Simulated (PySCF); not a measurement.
Rows and methods have been separated. Pair them.

Compound: C₄H₉P.
InChI=1S/C4H9P/c1-4-5(2)3/h4H,1H2,2-3H3

The closed-shell ground state was solved 5 times with PySCF (density fitting, gas phase), always with PBE0, in these basis sets: 6-311+G(2d,p), 6-31G*, STO-3G, def2-SVP and def2-TZVP. Geometry: PBE0-D3(BJ)/def2-SVP, one conformer, isolated molecule.

```tsv
row	total energy (Eh)	HOMO (eV)	LUMO (eV)	dipole (D)
P	-493.1335	-3.82	3.75	0.64
Q	-498.6234	-6.22	0.07	1.18
R	-498.8996	-6.32	-0.31	1.25
S	-498.9138	-6.29	-0.17	1.21
T	-498.8192	-6.09	0.32	1.35
```

Question: Which basis belongs to which row?

Answer: P = STO-3G, Q = def2-SVP, R = 6-311+G(2d,p), S = def2-TZVP, T = 6-31G*. From the lowest total energy up: def2-TZVP (215 functions) 0 eV; 6-311+G(2d,p) (197 functions) +0.39 eV; 6-31G* (92 functions) +2.57 eV; def2-SVP (119 functions) +7.90 eV; STO-3G (38 functions) +157.29 eV.

The values belong to the conformer `[CH2:1]=[CH:2][P:3]([CH3:4])[CH3:5]`: C1–C2–P3–C4 19°.
